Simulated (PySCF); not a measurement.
diphosphorus anion (P2), SMILES P#P (connectivity only; charge and spin as stated), charge -1, multiplicity 2. Atoms are numbered in the order given.

```xyz
2

P      0.0000     0.0000    -0.9869
P      0.0000     0.0000     0.9869
```
Charge -1, spin multiplicity 2.

The structure is a stationary point at r2SCAN-D4/def2-TZVPD. The multiplicity is an assumed one; other spin states were not compared.

Calculation: SMD-ωB97X/def2-SVPD (PySCF).

Solvation free energies are E(SMD) − E(gas) at the gas-phase geometry, for 1 M in both phases.

Q: Estimate the solvation free energies in water, acetonitrile, benzene. (Estimate from the structure and the level; the computed values follow.)

A: 
```tsv
solvent	ΔG(solv) (kcal/mol)	its non-electrostatic (CDS) part
water	-59.9	0.0
acetonitrile	-57.6	1.3
benzene	-32.8	0.9
```
